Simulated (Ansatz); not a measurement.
A calculation with Ansatz (development build ahead of 0.2.0).

```yaml
crystal:
  periodic: [false, false, false]
  atoms:
    - { symbol: S, position_ang: [0.0, 0.0, -0.90672] }
    - { symbol: S, position_ang: [0.0, 0.0, 0.90672] }
basis:
  gaussian: { orbitals: "6-31G" }
magnetization:
  initial_magnetization: 2
hamiltonian:
  xc: hf
correlation:
  method: bccd_t
  frozen_orbitals: { S: 5 }
```

The input is written out in the form of the current development build from the run's settings. Correlation on restricted open-shell orbitals is semicanonical, with singles.

Output:

| Item | Value |
| --- | --- |
| Converged | yes |
| Reference energy (starting determinant) | -794.91576 hartree |
| Correlation energy | -0.10997 hartree |
| Total energy | -795.02574 hartree |
